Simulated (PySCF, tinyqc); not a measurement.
RHF in the sto-3g basis, for HF, spin multiplicity 1, step by step. The lowest restricted solution is unstable here: a spin-polarised one lies 0.0183 hartree lower (PySCF). One step of it, computed by the program tinyqc.

Task: Orthogonalisation. S = U s U^T; symmetric (Loewdin) form X = U s^(-1/2) U^T, so that X^T S X = 1.

overlap S:
```
           1F 1s     1F 2s    1F 2px    1F 2py    1F 2pz     2H 1s
1F 1s   1.000000  0.237990  0.000000  0.000000  0.000000  0.017858
1F 2s   0.237990  1.000000  0.000000  0.000000  0.000000  0.216945
1F 2px  0.000000  0.000000  1.000000  0.000000  0.000000  0.000000
1F 2py  0.000000  0.000000  0.000000  1.000000  0.000000  0.000000
1F 2pz  0.000000  0.000000  0.000000  0.000000  1.000000  0.195949
2H 1s   0.017858  0.216945  0.000000  0.000000  0.195949  1.000000
```

Give: eigenvalues of S; X.

Result:

eigenvalues of S: 0.655  0.859  1.000  1.000  1.124  1.362

X:
```
         1F 1s   1F 2s  1F 2px  1F 2py  1F 2pz   2H 1s
1F 1s    1.022  -0.126   0.000   0.000  -0.002   0.012
1F 2s   -0.126   1.042   0.000   0.000   0.017  -0.117
1F 2px   0.000   0.000   1.000   0.000   0.000   0.000
1F 2py   0.000   0.000   0.000   1.000   0.000   0.000
1F 2pz  -0.002   0.017   0.000   0.000   1.015  -0.104
2H 1s    0.012  -0.117   0.000   0.000  -0.104   1.035
```
